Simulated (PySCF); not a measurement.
**One shape, several levels: HBS (hydrogen boron sulfide)**

Wanted: a comparison of 5 runs (HF/STO-3G, HF/3-21G, B3LYP/def2-SVP, PBE0/def2-SVP, MP2/6-31G**) of HBS (hydrogen boron sulfide). Input form: a Python script.

Program for the calculation: PySCF 2.14.0.

**1. Starting point**

The species is HBS (3 atoms), meant as a singlet with charge 0. SMILES: `B=S`. The coordinates come from a GFN2-xTB relaxation.

Bond lengths: B1–S2 1.592 Å, B1–H3 1.144 Å. Angles: S2–B1–H3 179.9°.

**2. Energy and forces at HF/STO-3G (run 1)**

The input, input.xyz:

```xyz
3
BHS
B     -0.041030    -0.016100     0.142540
S      0.395320     0.146510    -1.379660
H     -0.354300    -0.130410     1.237110
```

The input, run.py:

```python
from pyscf import gto

mol = gto.M(
    atom='input.xyz',
    basis='sto-3g',
    max_memory=1860,
    verbose=4,
)

myscf = mol.RHF()
myscf.conv_tol = 1e-10
myscf.kernel()
if not myscf.converged:
    myscf = myscf.newton().run(myscf.mo_coeff, myscf.mo_occ)

e_tot = myscf.e_tot
print('E = %.10f Eh' % e_tot)
grad = myscf.nuc_grad_method().kernel()
myscf.analyze()
```

On the command line:

```sh
$ OMP_NUM_THREADS=1 python run.py
```

Standard output:

```text
PySCF version 2.14.0

[INPUT] num. atoms = 3
[INPUT] num. electrons = 22
[INPUT] charge = 0
[INPUT] spin (= nelec alpha-beta = 2S) = 0
[INPUT] symmetry False subgroup None
[INPUT] Mole.unit = angstrom
[INPUT] Symbol           X                Y                Z      unit          X                Y                Z       unit  Magmom
[INPUT]  1 B     -0.041030000000  -0.016100000000   0.142540000000 AA   -0.077535462891  -0.030424590605   0.269361561796 Bohr   0.0
[INPUT]  2 S      0.395320000000   0.146510000000  -1.379660000000 AA    0.747046531563   0.276863774510  -2.607179545017 Bohr   0.0
[INPUT]  3 H     -0.354300000000  -0.130410000000   1.237110000000 AA   -0.669529965933  -0.246439183905   2.337799085961 Bohr   0.0

nuclear repulsion = 32.0014586742696
number of shells = 9
number of NR pGTOs = 45
number of NR cGTOs = 15
basis = sto-3g
ecp = {}

[... 47 lines left out ...]
Total Energy =                        -418.121282919439409
[... 1 line left out ...]
One-electron Energy =                 -644.477785632086011
[... 1 line left out ...]
Two-electron Coulomb Energy =          223.838083840828233
[... 3 lines left out ...]
MO #1   energy= -90.7059001586103  occ= 2
[... 1 line left out ...]
MO #3   energy= -7.38805721193285  occ= 2
[... 1 line left out ...]
MO #5   energy= -6.2436100641159   occ= 2
[... 1 line left out ...]
MO #7   energy= -0.873059847997601 occ= 2
[... 1 line left out ...]
MO #9   energy= -0.403036516391782 occ= 2
[... 1 line left out ...]
MO #11  energy= -0.292468620733071 occ= 2
[... 1 line left out ...]
MO #13  energy= 0.287568605169102  occ= 0
[... 1 line left out ...]
MO #15  energy= 1.00522631912805   occ= 0
[... 21 lines left out ...]
Dipole moment(X, Y, Z, Debye): -0.26568, -0.10017,  0.92599
```

Wall time 2.8 s (1 thread of Intel Xeon at 2.50GHz (Skylake/Cascade Lake), shared host); peak memory 0.12 GiB.

**3. Energy and forces at HF/3-21G (run 2)**

The input, input.py:

```python
# hydrogen boron sulfide
import pyscf.grad
from pyscf import gto

system = gto.M(
    atom='''
B   -0.041030  -0.016100   0.142540
S    0.395320   0.146510  -1.379660
H   -0.354300  -0.130410   1.237110
''',
    charge=0,
    basis='3-21g',
    spin=0,
    verbose=3,
    max_memory=1860,
)

mf = system.RHF()
mf.conv_tol = 1e-10
mf.kernel()
if not mf.converged:
    mf = mf.newton().run(mf.mo_coeff, mf.mo_occ)

etot = mf.e_tot
print('Final energy', etot)
grad = mf.Gradients().kernel()
mf.analyze()
```

On the command line:

```sh
$ OMP_NUM_THREADS=1 python input.py
```

Standard output:

```text
converged SCF energy = -420.696919755164
Final energy -420.6969197551641
--------------- RHF gradients ---------------
         x                y                z
0 B     0.0044417520     0.0015279052    -0.0155856726
1 S    -0.0068819323    -0.0025034738     0.0240510524
2 H     0.0024401804     0.0009755685    -0.0084653799
----------------------------------------------
**** MO energy ****
MO #1   energy= -91.3085540203433  occ= 2
MO #2   energy= -8.91054566600559  occ= 2
MO #3   energy= -7.64993728048682  occ= 2
MO #4   energy= -6.58527887361098  occ= 2
MO #5   energy= -6.58168684434253  occ= 2
MO #6   energy= -6.58168684282563  occ= 2
MO #7   energy= -0.999464342398453 occ= 2
MO #8   energy= -0.667897480926579 occ= 2
MO #9   energy= -0.52031050948596  occ= 2
MO #10  energy= -0.411876421885758 occ= 2
MO #11  energy= -0.411876389234362 occ= 2
MO #12  energy= 0.0886136253008912 occ= 0
MO #13  energy= 0.0886142281610132 occ= 0
MO #14  energy= 0.239256875028879  occ= 0
MO #15  energy= 0.444371545414609  occ= 0
MO #16  energy= 0.526912379697461  occ= 0
MO #17  energy= 0.620902134486579  occ= 0
MO #18  energy= 0.620902622178839  occ= 0
MO #19  energy= 0.646385820852734  occ= 0
MO #20  energy= 0.761856414368581  occ= 0
MO #21  energy= 0.76185671186039   occ= 0
MO #22  energy= 0.846618286560461  occ= 0
MO #23  energy= 1.09294650061641   occ= 0
MO #24  energy= 1.46088931046901   occ= 0
 ** Mulliken atomic charges  **
charge of    0B =     -0.00270
charge of    1S =     -0.05318
charge of    2H =      0.05588
Dipole moment(X, Y, Z, Debye): -0.65704, -0.24485,  2.29208
```

It took 3.6 s on 1 thread of Intel Xeon at 2.50GHz (Skylake/Cascade Lake), shared host; peak memory 0.12 GiB.

Run 3 isn't shown in full; the table further down has it.

**4. Energy and gradient at PBE0/def2-SVP (run 4)**

The input, input.py:

```python
import pyscf.grad
from pyscf import gto, dft

mol = gto.M(
    atom=[
    ('B', (-0.041030, -0.016100, 0.142540)),
    ('S', (0.395320, 0.146510, -1.379660)),
    ('H', (-0.354300, -0.130410, 1.237110)),
],
    verbose=4,
    basis='def2-svp',
    max_memory=1860,
)

mf = dft.RKS(mol)
mf.xc = 'pbe0'
mf.grids.level = 5
mf.conv_tol = 1e-10
mf.kernel()
if not mf.converged:
    mf = mf.newton().run(mf.mo_coeff, mf.mo_occ)

e_final = mf.e_tot
print('Final energy', e_final)
grad = mf.Gradients().kernel()
mf.analyze()
```

On the command line:

```sh
$ OMP_NUM_THREADS=1 python input.py
```

Standard output:

```text
PySCF version 2.14.0

[INPUT] num. atoms = 3
[INPUT] num. electrons = 22
[INPUT] charge = 0
[INPUT] spin (= nelec alpha-beta = 2S) = 0
[INPUT] symmetry False subgroup None
[INPUT] Mole.unit = angstrom
[INPUT] Symbol           X                Y                Z      unit          X                Y                Z       unit  Magmom
[INPUT]  1 B     -0.041030000000  -0.016100000000   0.142540000000 AA   -0.077535462891  -0.030424590605   0.269361561796 Bohr   0.0
[INPUT]  2 S      0.395320000000   0.146510000000  -1.379660000000 AA    0.747046531563   0.276863774510  -2.607179545017 Bohr   0.0
[INPUT]  3 H     -0.354300000000  -0.130410000000   1.237110000000 AA   -0.669529965933  -0.246439183905   2.337799085961 Bohr   0.0

nuclear repulsion = 32.0014586742696
number of shells = 17
number of NR pGTOs = 67
number of NR cGTOs = 37
basis = def2-svp
ecp = {}

[... 48 lines left out ...]
converged SCF energy = -423.327184506597
[... 14 lines left out ...]
One-electron Energy =                 -646.729919558182473
[... 5 lines left out ...]
MO #1   energy= -89.0034706706376  occ= 2
[... 3 lines left out ...]
MO #5   energy= -5.94368353330566  occ= 2
[... 3 lines left out ...]
MO #9   energy= -0.3939782433922   occ= 2
[... 3 lines left out ...]
MO #13  energy= -0.0347636403044897 occ= 0
[... 3 lines left out ...]
MO #17  energy= 0.302149340832069  occ= 0
[... 3 lines left out ...]
MO #21  energy= 0.60945014496813   occ= 0
[... 3 lines left out ...]
MO #25  energy= 0.66134104338357   occ= 0
[... 3 lines left out ...]
MO #29  energy= 1.0678843922532    occ= 0
[... 3 lines left out ...]
MO #33  energy= 1.29556370776729   occ= 0
[... 3 lines left out ...]
MO #37  energy= 2.92201979928345   occ= 0
[... 4 lines left out ...]
pop of  0 B 3s            0.00791
pop of  0 B 2px           0.58470
pop of  0 B 2py           0.55452
pop of  0 B 2pz           0.97542
pop of  0 B 3px           0.00216
pop of  0 B 3py           0.00073
pop of  0 B 3pz           0.02064
pop of  0 B 3dxy          0.00026
pop of  0 B 3dyz          0.00282
pop of  0 B 3dz^2         0.00374
pop of  0 B 3dxz          0.00300
pop of  0 B 3dx2-y2       0.00026
pop of  1 S 1s            1.99999
pop of  1 S 2s            1.99985
pop of  1 S 3s            1.67054
pop of  1 S 4s            0.01225
pop of  1 S 2px           1.99991
pop of  1 S 2py           1.99991
pop of  1 S 2pz           1.99989
pop of  1 S 3px           1.43681
pop of  1 S 3py           1.44050
pop of  1 S 3pz           1.38865
pop of  1 S 4px           0.00137
pop of  1 S 4py           0.00100
pop of  1 S 4pz           0.00616
pop of  1 S 3dxy          0.00040
pop of  1 S 3dyz          0.00436
pop of  1 S 3dz^2         0.00796
pop of  1 S 3dxz          0.00517
pop of  1 S 3dx2-y2       0.00041
pop of  2 H 1s            0.93395
pop of  2 H 2s            0.01174
pop of  2 H 2px           0.00023
pop of  2 H 2py           0.00004
pop of  2 H 2pz           0.00271
 ** Mulliken atomic charges  **
charge of    0B =     -0.07620
charge of    1S =      0.02486
charge of    2H =      0.05134
Dipole moment(X, Y, Z, Debye): -0.36911, -0.13735,  1.28780
```

It took 14 s on 1 thread of Intel Xeon at 2.50GHz (Skylake/Cascade Lake), shared host; peak memory 0.41 GiB.

**5. Energy and forces at MP2/6-31G(d,p) (spherical functions) (run 5)**

The input, run.py:

```python
from pyscf import gto, mp

mol = gto.Mole()
mol.atom = 'B -0.041030 -0.016100 0.142540; S 0.395320 0.146510 -1.379660; H -0.354300 -0.130410 1.237110'
mol.max_memory = 1860
mol.verbose = 4
mol.basis = '6-31g**'
mol.build()

mf = mol.RHF()
mf.conv_tol = 1e-10
mf.kernel()
if not mf.converged:
    mf = mf.newton().run(mf.mo_coeff, mf.mo_occ)

pt = mp.MP2(mf, frozen=6).run()
e_final = pt.e_tot
print('Final energy', e_final)
grad = pt.nuc_grad_method().kernel()
dip = mf.dip_moment()
pop, q = mf.mulliken_pop()
```

On the command line:

```sh
$ OMP_NUM_THREADS=1 python run.py
```

Standard output:

```text
PySCF version 2.14.0

[INPUT] num. atoms = 3
[INPUT] num. electrons = 22
[INPUT] charge = 0
[INPUT] spin (= nelec alpha-beta = 2S) = 0
[INPUT] symmetry False subgroup None
[INPUT] Mole.unit = angstrom
[INPUT] Symbol           X                Y                Z      unit          X                Y                Z       unit  Magmom
[INPUT]  1 B     -0.041030000000  -0.016100000000   0.142540000000 AA   -0.077535462891  -0.030424590605   0.269361561796 Bohr   0.0
[INPUT]  2 S      0.395320000000   0.146510000000  -1.379660000000 AA    0.747046531563   0.276863774510  -2.607179545017 Bohr   0.0
[INPUT]  3 H     -0.354300000000  -0.130410000000   1.237110000000 AA   -0.669529965933  -0.246439183905   2.337799085961 Bohr   0.0

nuclear repulsion = 32.0014586742696
number of shells = 17
number of NR pGTOs = 85
number of NR cGTOs = 37
basis = 6-31g**
ecp = {}

[... 37 lines left out ...]
converged SCF energy = -422.791426956288
[... 8 lines left out ...]
Final energy -422.9914313221296
[... 6 lines left out ...]
Dipole moment(X, Y, Z, Debye): -0.59884, -0.22367,  2.08867
[... 2 lines left out ...]
pop of  0 B 2s            0.62148
pop of  0 B 3s            0.37970
pop of  0 B 2px           0.27708
pop of  0 B 2py           0.24319
pop of  0 B 2pz           0.71598
pop of  0 B 3px           0.18857
pop of  0 B 3py           0.19549
pop of  0 B 3pz           0.09837
pop of  0 B 3dxy          0.00132
pop of  0 B 3dyz          0.01425
pop of  0 B 3dz^2         0.01863
pop of  0 B 3dxz          0.01510
pop of  0 B 3dx2-y2       0.00132
pop of  1 S 1s            1.99973
pop of  1 S 2s            1.99821
pop of  1 S 3s            1.28399
pop of  1 S 4s            0.61045
pop of  1 S 2px           1.99272
pop of  1 S 2py           1.99274
pop of  1 S 2pz           1.99254
pop of  1 S 3px           0.98505
pop of  1 S 3py           0.98494
pop of  1 S 3pz           0.98618
pop of  1 S 4px           0.53725
pop of  1 S 4py           0.55745
pop of  1 S 4pz           0.27489
pop of  1 S 3dxy          0.00095
pop of  1 S 3dyz          0.01029
pop of  1 S 3dz^2         0.01926
pop of  1 S 3dxz          0.01232
pop of  1 S 3dx2-y2       0.00096
pop of  2 H 1s            0.51942
pop of  2 H 2s            0.46383
pop of  2 H 2px           0.00113
pop of  2 H 2py           0.00069
pop of  2 H 2pz           0.00681
 ** Mulliken atomic charges  **
charge of    0B =      0.23177
charge of    1S =     -0.23990
charge of    2H =      0.00813
```

Run time: 6.3 s. Hardware: 1 thread of Intel Xeon at 2.50GHz (Skylake/Cascade Lake), shared host; peak memory 0.15 GiB.

**6. Overview of the runs**

```csv
run,level,integration grid,frozen core orbitals,energy (Eh),dipole moment (D) of the reference,HOMO energy (eV),LUMO energy (eV),wall time
1,HF/STO-3G,–,–,-418.121283,0.97,-7.96,7.83,2.8 s
2,HF/3-21G,–,–,-420.696920,2.40,-11.21,2.41,3.6 s
3,B3LYP/def2-SVP,5,–,-423.527454,1.22,-8.18,-1.09,13 s
4,PBE0/def2-SVP,5,–,-423.327185,1.35,-8.51,-0.95,14 s
5,MP2/6-31G** (spherical functions),–,6,-422.991431,2.18,-10.94,2.71,6.3 s
```

**7. Results**

| quantity | value |
| --- | --- |
| run 5: total energy | -422.99143 Eh |
| run 5: dipole moment (Hartree–Fock density) | 2.18 D |
| run 5: HOMO energy (Hartree–Fock orbitals) | -10.94 eV |
| run 5: LUMO energy (Hartree–Fock orbitals) | 2.71 eV |
| run 5: HOMO–LUMO gap (Hartree–Fock orbitals) | 13.64 eV |
| run 5: correlation energy (6 core orbitals frozen) | -200.0 mEh |
| run 5: largest force on an atom | 0.739 eV/Å |

**Reading.** Over runs 1, 2, 3, 4 the dipole moment (its size) runs from 0.97 D (HF/STO-3G) to 2.40 D (HF/3-21G). Over runs 1, 2, 3, 4 the HOMO–LUMO gap runs from 7.09 eV (B3LYP/def2-SVP) to 15.78 eV (HF/STO-3G). The two ends differ in method and basis. Totals of different functionals can't be ranked against each other. In run 1 the basis is minimal, so the values are rough. All runs together took 39 s, the longest 14 s.
